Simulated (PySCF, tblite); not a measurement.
## A complex of Li+ and 2 × ammonia

A gas-phase complex of Li+ and 2 × ammonia; charge +1, singlet. The structure comes from a short search (6 tight-binding starts) and was relaxed by PBE0-D3(BJ)/def2-TZVPD; another way of binding may lie lower. Frequencies by PBE0-D3(BJ)/def2-TZVPD show no clear imaginary mode.

Parts: 1 = Li+ ([Li+]), atoms 1, charge +1; 2 = ammonia (N), atoms 2–5; 3 = ammonia (N), atoms 6–9.

| atom | part | x (Å) | y (Å) | z (Å) |
| --- | --- | --- | --- | --- |
| Li1 | 1 | 1.604 | -0.811 | 0.275 |
| N2 | 2 | 0.323 | -2.329 | 0.154 |
| H3 | 2 | -0.304 | -2.401 | 0.952 |
| H4 | 2 | 0.774 | -3.238 | 0.086 |
| H5 | 2 | -0.288 | -2.274 | -0.659 |
| N6 | 3 | 2.688 | 0.855 | 0.141 |
| H7 | 3 | 2.968 | 1.078 | -0.811 |
| H8 | 3 | 3.556 | 0.821 | 0.672 |
| H9 | 3 | 2.202 | 1.683 | 0.478 |

Contacts between parts, classed by geometry: Li1···N2 1.990 Å (ion contact); Li1···N6 1.992 Å (ion contact).

Interaction energies are complex less parts, with the parts frozen as they stand in it; counterpoise-corrected, in kcal/mol (PySCF).

Give the interaction energy at each level run.


```json
{"level": "wB97M-D3(BJ)/def2-TZVPD", "interaction": "-74.98", "superposition error removed": "-0.34"}
{"level": "PBE0-D3(BJ)/def2-TZVPD", "interaction": "-75.79", "superposition error removed": "-0.28"}
```

What holds them together? Decompose the wB97M-D3(BJ)/def2-TZVPD energy: frozen parts, their antisymmetrised product, then relaxation.

electrostatic -78.1, Pauli repulsion +29.5, orbital relaxation -25.0, dispersion correction -1.7 kcal/mol, which sum to the value before the counterpoise correction; the Pauli term holds the exchange-correlation of the frozen density too. Of the attraction, 75 % is electrostatic, 24 % is orbital relaxation, 2 % is dispersion correction.

Are the pair energies additive?

The pairs sum to -79.43 kcal/mol (1–2 -40.8, 1–3 -40.8, 2–3 2.2); the rest of +4.45 is a many-body weakening.

The parts were also relaxed and run alone, at the levels used for the complex: shieldings by PBE0/pcSseg-2; core levels by delta-SCF with SCAN, pcX-2 on the ionised atom and pcseg-1 elsewhere, spin-free X2C.

Values alone: shielding of Li1 (ppm): 95.2; shielding of N2 (ppm): 263.7; shielding of N6 (ppm): 263.7; N2 1s core level (eV): 405.54; N6 1s core level (eV): 405.54.

What does binding change?


| property | alone | in the complex | change |
| --- | --- | --- | --- |
| shielding of Li1 (ppm) | 95.2 | 88.9 | -6.3 |
| shielding of N2 (ppm) | 263.7 | 258.4 | -5.3 |
| shielding of N6 (ppm) | 263.7 | 258.4 | -5.3 |
| N2 1s core level (eV) | 405.54 | 411.29 | +5.75 |
| N6 1s core level (eV) | 405.54 | 411.29 | +5.75 |

What are the binding energy from relaxed parts (wB97M-D3(BJ)/def2-TZVPD), and ΔH and ΔG of association at 298.15 K and 1 atm?

-74.74 kcal/mol, -69.92 with zero-point energy; ΔH -71.3 and ΔG -57.1 kcal/mol, from harmonic vibrations by PBE0-D3(BJ)/def2-TZVPD with low modes damped.
